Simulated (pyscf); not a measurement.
Thermochemistry of product channels of F–Si:–F (SMILES F[Si]F) [singlet] + SiH₂ (SMILES [SiH2]) [singlet] on the singlet surface, in kJ/mol, from CCSD(T)/def2-TZVPP + ΔMP2(QZVPP) energies (ideal gas, 1 atm, RRHO with modes under 100 cm⁻¹ raised to 100, one conformer, R ln 2 for rigid chiral ones). Structures and frequencies: ωB97X-D3(BJ)/def2-SVP in PySCF. MP2 and CC: frozen core, UHF for open shells. ΔMP2 is the change of the MP2 total energy from the triple- to the quadruple-zeta basis.

```json
[
 {"products": "F–Si:–SiH₂–F (SMILES F[Si][SiH2]F) [singlet]", "ΔE": "-126.6", "ΔH(298 K)": "-114.4", "ΔG(600 K)": "-31.1", "ΔG(1200 K)": "+46.8"},
 {"products": "F–F (SMILES FF) + :Si=SiH₂ (SMILES [Si]=[SiH2]) [singlet]", "ΔE": "___", "ΔH(298 K)": "+808.0", "ΔG(600 K)": "+811.5", "ΔG(1200 K)": "___"},
 {"products": "F–SiH(F)–SiH: (SMILES F[SiH](F)[SiH]) [singlet]", "ΔE": "___", "ΔH(298 K)": "-120.3", "ΔG(600 K)": "-36.8", "ΔG(1200 K)": "+40.6"},
 {"products": "F–Si(F)=SiH₂ (SMILES F[Si](F)=[SiH2])", "ΔE": "-140.4", "ΔH(298 K)": "-131.0", "ΔG(600 K)": "-48.3", "ΔG(1200 K)": "+27.8"}
]
```

**Question.** Complete the blanks.

**Answer.** 
- F–F (SMILES FF) + :Si=SiH₂ (SMILES [Si]=[SiH2]) [singlet], ΔE: +805.3
- F–F (SMILES FF) + :Si=SiH₂ (SMILES [Si]=[SiH2]) [singlet], ΔG(1200 K): +812.8
- F–SiH(F)–SiH: (SMILES F[SiH](F)[SiH]) [singlet], ΔE: -130.9

The channel to F–Si:–SiH₂–F [singlet] turns unfavourable between 298 and 1200 K (ΔG from -72.7 kJ/mol to +46.8 kJ/mol). The channel to F–SiH(F)–SiH: [singlet] turns unfavourable between 298 and 1200 K (ΔG from -78.4 kJ/mol to +40.6 kJ/mol). The channel to F–Si(F)=SiH₂ turns unfavourable between 298 and 1200 K (ΔG from -89.3 kJ/mol to +27.8 kJ/mol).

These are energies of the channels, which say nothing of barriers. F–Si(F)=SiH₂ may be a fragile minimum: a first optimisation, from another start, lost the drawn bonds. The CCSD(T) − MP2 part came from Ansatz, without density fitting, on the same reference.
